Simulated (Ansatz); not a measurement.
**Methacrylic acid (C4H6O2): up Jacob's ladder to CCSD(T)**

An exercise on one series of results from a longer session: the logs are not shown, and one member is left open.

The runs use Ansatz 0.2.0, Gaussian basis; functionals in def2-TZVPP, the program's frozen cores in correlated methods.

Levels to be run: LDA (SPW92), PBE-D4, revPBE-D4, BLYP-D4, r2SCAN-D4, B97M-V, PBE0-D4, B3LYP-D4, r2SCANh-D4, r2SCAN0-D4, HSE06-D4, BHLYP-D4, CAM-B3LYP-D4, LC-ωPBE, ωB97X-V, ωB97M-V, B2PLYP, PBE-QIDH; CCSD(T)/def2-SVP; CCSD(T)/def2-TZVPP; MP2/def2-QZVPP; extrapolation to the limit; RPA on PBE.

**The relaxed structure**

An earlier PBE0-D4 in a triple-zeta def2 set relaxation fixed the geometry.

SMILES `C=C(C)C(=O)O`, 12 atoms, charge 0, spin multiplicity 1.

Atoms are counted from 1 here; the program's logs count them from 0.

Bond lengths: C1–C2 1.330 Å, C1–H7 1.084 Å, C1–H8 1.083 Å, C2–C3 1.494 Å, C2–C4 1.489 Å, C3–H9 1.093 Å, C3–H10 1.093 Å, C3–H11 1.090 Å, C4–O5 1.203 Å, C4–O6 1.347 Å, O6–H12 0.967 Å. Angles: C2–C1–H7 121.2°, C2–C1–H8 120.3°, H7–C1–H8 118.5°, C1–C2–C3 124.2°, C1–C2–C4 116.9°, C3–C2–C4 118.9°, C2–C3–H9 111.1°, C2–C3–H10 111.1°, C2–C3–H11 110.5°, H9–C3–H10 106.6°, H9–C3–H11 108.7°, H10–C3–H11 108.7°, C2–C4–O5 125.9°, C2–C4–O6 112.1°, O5–C4–O6 122.0°, C4–O6–H12 106.1°.

Set-up of the first run:

Contents of in.yaml:

```yaml
crystal:
  periodic: [false, false, false]
  atoms:
    - {symbol: C, position_ang: [-0.529017, -1.433202, -0.686464]}
    - {symbol: C, position_ang: [-0.046909, -0.333673, -0.114852]}
    - {symbol: C, position_ang: [1.231469, -0.279187, 0.655784]}
    - {symbol: C, position_ang: [-0.850469, 0.911027, -0.266098]}
    - {symbol: O, position_ang: [-1.892829, 1.009980, -0.858342]}
    - {symbol: O, position_ang: [-0.275823, 1.961797, 0.349343]}
    - {symbol: H, position_ang: [-0.002036, -2.377936, -0.620752]}
    - {symbol: H, position_ang: [-1.464363, -1.400280, -1.231532]}
    - {symbol: H, position_ang: [1.058536, 0.051920, 1.682584]}
    - {symbol: H, position_ang: [1.928987, 0.434897, 0.211468]}
    - {symbol: H, position_ang: [1.705144, -1.260874, 0.680481]}
    - {symbol: H, position_ang: [-0.862689, 2.715541, 0.198362]}
basis:
  gaussian: {orbitals: def2-TZVPP}
hamiltonian: {xc: lda}
output: {orbitals: {seedname: orbitals}}
```

Run with:

```sh
> ansatz run in.yaml --threads 4 --pin off --events-out ev --progress --plain --max-ram 10444MiB
```

Among the steps run: LDA; PBE-D4 (GGA); revPBE-D4 (GGA); BLYP-D4 (GGA); r2SCAN-D4 (meta-GGA); B97M-V (meta-GGA); B3LYP-D4 (hybrid); r2SCANh-D4 (hybrid); r2SCAN0-D4 (hybrid); HSE06-D4 (hybrid); BHLYP-D4 (hybrid); CAM-B3LYP-D4 (range-separated); LC-ωPBE (range-separated); ωB97X-V (range-separated); ωB97M-V (range-separated); B2PLYP (double hybrid); PBE-QIDH (double hybrid).

One table of the session follows, with a row left open; its other results are not shown here.

It belongs to the step «Orbital energies across the functionals». 

```
  functional  HOMO (eV)  gap (eV)
 LDA (SPW92)      -6.67      4.14
      PBE-D4      -6.44      4.17
   revPBE-D4          ?         ?
     BLYP-D4      -6.35      4.21
   r2SCAN-D4      -6.76      4.64
      B97M-V      -6.89      4.87
     PBE0-D4      -7.87      6.57
    B3LYP-D4      -7.65      6.11
  r2SCANh-D4      -7.36      5.61
  r2SCAN0-D4      -8.02      6.79
    HSE06-D4      -7.47      5.78
    BHLYP-D4      -8.87      8.65
CAM-B3LYP-D4      -9.20      9.04
     LC-ωPBE     -10.57     11.59
     ωB97X-V     -10.18     11.14
     ωB97M-V     -10.09     10.96
```

Estimate the missing values for revPBE-D4.

**Answer.** HOMO (eV): -6.35; gap (eV): 4.18.
